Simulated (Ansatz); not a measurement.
**CN (SMILES [C]#N) at 5 levels**

Aim: a comparison of 5 runs (UHF/3-21G, UB3LYP/6-31G*, UPBE0/def2-SVP, UPBE0/def2-TZVP) of CN. 

The results are computed with Ansatz 0.2.0.

6 further runs of the same task are left out: 2 for a known fault of the program, 1 that didn't finish, 3 set aside as unsound or not needed.

**1. The structure to begin with**

The species is CN (2 atoms), meant as a doublet with charge 0. As SMILES, `[C]#N`. The shape is that of a PBE0-D4/def2-TZVP optimisation.

Bond lengths: C1–N2 1.160 Å.

**2. Energy and forces at UHF/3-21G (run 1)**

Input file molecule.yaml:

```yaml
crystal:
  periodic: [false, false, false]
  atoms:
    - {symbol: C, position_ang: [0.495600, -0.160400, 0.255200]}
    - {symbol: "N", position_ang: [-0.495600, 0.160400, -0.255200]}
basis:
  gaussian: {orbitals: 3-21G.json}
magnetization: {spin_polarized: true, initial_magnetization: 1}
hamiltonian: {xc: hf}
accuracy: high
output: {forces: true, orbitals: {seedname: orbitals}}
```

The basis set 3-21G is read from a file made from the Basis Set Exchange's data (not shown).

Command:

```console
ansatz run molecule.yaml --threads 1 --pin off --max-ram 2610MiB --events-out events.jsonl --progress --plain --runs-dir runs
```

The log of the run:

```text
Warning: RAYON_NUM_THREADS=1 ignored (pool sized by the plan → 1); use --threads N
Functional definition: HF
  name "HF"
  exchange = exact_x
  correlation = 0
394 factors; integrals over basis functions are off by at most 4.9e-9 eV
mean field evaluation 1: about -2492.9016 eV, gradient 1.5e1 eV
mean field evaluation 2: about -2492.9083 eV, gradient 1.5e1 eV
mean field evaluation 4: about -2494.0446 eV, gradient 2.2e0 eV
mean field evaluation 8: about -2493.8349 eV, gradient 1.1e0 eV
mean field evaluation 16: about -2494.8530 eV, gradient 6.5e-3 eV
mean field evaluation 32: about -2475.2288 eV, gradient 2.2e1 eV
mean field -2494.85298805 eV, -91.6841562386 hartree, gradient 2.9e-8 eV, S^2 1.175153; 0 other end points of the search recorded, 0 dependent functions left out
the calculation of the forces begins
reference -2494.85298805 eV, -91.6841562386 hartree; 7, 6 occupied and 11, 12 virtual orbitals, 394 factors
Total energy: -2494.85298805 eV, -91.6841562386 hartree
Atom 0 at     0.495600    -0.160400     0.255200 Å, force     1.452010    -0.469940     0.747686 eV/Å
Atom 1 at    -0.495600     0.160400    -0.255200 Å, force    -1.452010     0.469940    -0.747686 eV/Å
Dipole moment:     0.374899    -0.121336     0.193048 e Å
```

It took 0.22 s on 1 thread of Intel Xeon Platinum 8488C (Sapphire Rapids), shared host.

**3. Energy and gradient at UB3LYP/6-31G(d) (spherical functions) (run 2)**

Input file input.yaml:

```yaml
crystal:
  periodic: [false, false, false]
  atoms:
    - {symbol: C, position_ang: [0.495600, -0.160400, 0.255200]}
    - {symbol: N, position_ang: [-0.495600, 0.160400, -0.255200]}
basis:
  gaussian: {orbitals: 6-31G_st_-spherical.json}
magnetization: {spin_polarized: true, initial_magnetization: 1}
hamiltonian: {xc: {name: B3LYP}}
accuracy: high
output: {forces: true, orbitals: {seedname: orbitals}}
```

The basis set 6-31G* is read from a file made from the Basis Set Exchange's data (not shown).

Command:

```console
ansatz run input.yaml --threads 1 --pin off --max-ram 2610MiB --events-out events.jsonl --progress --plain --runs-dir runs
```

The log of the run:

```text
Warning: RAYON_NUM_THREADS=1 ignored (pool sized by the plan → 1); use --threads N
Functional definition: B3LYP
  name "B3LYP"
  parameter a0 = 0.2
  parameter ax = 0.72
  parameter ac = 0.81
  exchange = (1 - a0 - ax)*slater_x + ax*b88_x + a0*exact_x
  correlation = (1 - ac)*vwn_rpa_c + ac*lyp_c
536 factors; integrals over basis functions are off by at most 2.8e-9 eV
mean field evaluation 1: about -2519.2780 eV, gradient 2.9e1 eV
mean field evaluation 2: about -2492.9529 eV, gradient 7.8e1 eV
mean field evaluation 4: about -2522.7138 eV, gradient 1.3e0 eV
mean field evaluation 8: about -2522.7241 eV, gradient 9.5e-2 eV
mean field evaluation 16: about -2522.7243 eV, gradient 3.1e-6 eV
mean field -2522.72426926 eV, -92.7084069312 hartree, gradient 3.2e-8 eV, S^2 0.757211; 1 other end points of the search recorded, 0 dependent functions left out
the calculation of the forces begins
reference -2522.72428906 eV, -92.7084076589 hartree; 7, 6 occupied and 21, 22 virtual orbitals, 536 factors
Total energy: -2522.72428906 eV, -92.7084076589 hartree
Atom 0 at     0.495600    -0.160400     0.255200 Å, force     1.362248    -0.440889     0.701464 eV/Å
Atom 1 at    -0.495600     0.160400    -0.255200 Å, force    -1.362248     0.440889    -0.701464 eV/Å
Dipole moment:     0.227626    -0.073671     0.117212 e Å
```

Wall time 1.1 s (1 thread of Intel Xeon Platinum 8488C (Sapphire Rapids), shared host).

**4. Energy and forces at UPBE0/def2-SVP (run 3)**

Input file run.yaml:

```yaml
crystal:
  periodic: [false, false, false]
  atoms:
    - {symbol: C, position_ang: [0.495600, -0.160400, 0.255200]}
    - {symbol: "N", position_ang: [-0.495600, 0.160400, -0.255200]}
basis:
  gaussian: {orbitals: def2-SVP}
magnetization: {spin_polarized: true, initial_magnetization: 1}
hamiltonian: {xc: pbe0}
accuracy: high
output: {forces: true, orbitals: {seedname: orbitals}}
```

Command:

```console
ansatz run run.yaml --threads 1 --pin off --max-ram 2610MiB --events-out events.jsonl --progress --plain --runs-dir runs
```

The log of the run:

```text
Warning: RAYON_NUM_THREADS=1 ignored (pool sized by the plan → 1); use --threads N
Functional definition: PBE0
  name "PBE0"
  parameter a = 0.25
  parameter kappa = 0.804
  parameter beta = 0.06672455060314922
  exchange = (1 - a)*pbe_x(kappa = kappa, mu = beta*pi^2/3) + a*exact_x
  correlation = pbe_c(beta = beta)
559 factors; integrals over basis functions are off by at most 3.2e-9 eV
mean field evaluation 1: about -2515.0880 eV, gradient 2.5e1 eV
mean field evaluation 2: about -2497.4460 eV, gradient 6.6e1 eV
mean field evaluation 4: about -2517.7313 eV, gradient 1.1e0 eV
mean field evaluation 8: about -2517.7502 eV, gradient 1.0e-1 eV
mean field evaluation 16: about -2517.7505 eV, gradient 8.7e-7 eV
mean field -2517.75049463 eV, -92.5256240851 hartree, gradient 8.4e-8 eV, S^2 0.764368; 1 other end points of the search recorded, 0 dependent functions left out
the calculation of the forces begins
reference -2517.75049586 eV, -92.5256241303 hartree; 7, 6 occupied and 21, 22 virtual orbitals, 559 factors
Total energy: -2517.75049586 eV, -92.5256241303 hartree
Atom 0 at     0.495600    -0.160400     0.255200 Å, force     0.711767    -0.230362     0.366511 eV/Å
Atom 1 at    -0.495600     0.160400    -0.255200 Å, force    -0.711767     0.230362    -0.366511 eV/Å
Dipole moment:     0.260361    -0.084265     0.134068 e Å
```

Run time: 1 s. Hardware: 1 thread of Intel Xeon Platinum 8488C (Sapphire Rapids), shared host.

Run 4 isn't shown in full; the table further down has it.

**5. Energy and forces at UPBE0/def2-TZVP (run 5)**

Input file input.yaml:

```yaml
crystal:
  periodic: [false, false, false]
  atoms:
    - {symbol: C, position_ang: [0.495600, -0.160400, 0.255200]}
    - {symbol: N, position_ang: [-0.495600, 0.160400, -0.255200]}
basis:
  gaussian:
    orbitals: def2-TZVP
magnetization:
  spin_polarized: true
  initial_magnetization: 1
hamiltonian:
  xc: {name: PBE0}
accuracy: high
output: {forces: true, orbitals: {seedname: orbitals}}
```

Command:

```console
ansatz run input.yaml --threads 1 --pin off --max-ram 2610MiB --events-out events.jsonl --progress --plain --runs-dir runs
```

The log of the run:

```text
Warning: RAYON_NUM_THREADS=1 ignored (pool sized by the plan → 1); use --threads N
Functional definition: PBE0
  name "PBE0"
  parameter a = 0.25
  parameter kappa = 0.804
  parameter beta = 0.06672455060314922
  exchange = (1 - a)*pbe_x(kappa = kappa, mu = beta*pi^2/3) + a*exact_x
  correlation = pbe_c(beta = beta)
881 factors; integrals over basis functions are off by at most 3.6e-9 eV
mean field evaluation 1: about -2517.3167 eV, gradient 3.0e1 eV
mean field evaluation 2: about -2498.2537 eV, gradient 7.0e1 eV
mean field evaluation 4: about -2520.6710 eV, gradient 1.5e0 eV
mean field evaluation 8: about -2520.6908 eV, gradient 1.7e-1 eV
mean field evaluation 16: about -2520.6917 eV, gradient 7.0e-6 eV
mean field -2520.69172276 eV, -92.6337122253 hartree, gradient 1.7e-8 eV, S^2 0.763544; 1 other end points of the search recorded, 0 dependent functions left out
the calculation of the forces begins
reference -2520.69172435 eV, -92.6337122836 hartree; 7, 6 occupied and 55, 56 virtual orbitals, 881 factors
Total energy: -2520.69172435 eV, -92.6337122836 hartree
Atom 0 at     0.495600    -0.160400     0.255200 Å, force    -0.004577     0.001481    -0.002357 eV/Å
Atom 1 at    -0.495600     0.160400    -0.255200 Å, force     0.004577    -0.001481     0.002357 eV/Å
Dipole moment:     0.264946    -0.085749     0.136429 e Å
```

Run time: 2 s. Hardware: 1 thread of Intel Xeon Platinum 8488C (Sapphire Rapids), shared host.

**6. Overview of the runs**

| run | level | Cartesian functions | energy (Eh) | dipole moment (D) | HOMO energy (eV) | LUMO energy (eV) | wall time |
| --- | --- | --- | --- | --- | --- | --- | --- |
| 1 | UHF/3-21G | no | -91.684156 | 2.11 | -14.38 | 0.10 | 0.22 s |
| 2 | UB3LYP/6-31G* (spherical functions) | no | -92.708408 | 1.28 | -10.28 | -6.54 | 1.1 s |
| 3 | UPBE0/def2-SVP | no | -92.525624 | 1.46 | -10.77 | -6.23 | 1 s |
| 4 | UB3LYP/6-31G* (Cartesian functions) | yes | -92.711348 | 1.29 | -10.29 | -6.56 | 1.2 s |
| 5 | UPBE0/def2-TZVP | no | -92.633712 | 1.49 | -10.83 | -6.37 | 2 s |

**7. Summary of results**

| quantity | value |
| --- | --- |
| run 5: total energy | -92.63371 Eh |
| run 5: dipole moment | 1.49 D |
| run 5: HOMO energy (highest over α and β) | -10.83 eV |
| run 5: LUMO energy (lowest over α and β) | -6.37 eV |
| run 5: ⟨S²⟩ | 0.764 |
| run 5: largest force on an atom | 0.005 eV/Å |

In words: The dipole moment (its size) runs from 1.28 D (UB3LYP/6-31G*) to 2.11 D (UHF/3-21G). The two ends differ in method and basis. Totals of different functionals can't be ranked against each other. Spin contamination of the reference: run 1 ⟨S²⟩ = 1.18. All runs together took 5.6 s, the longest 2 s.
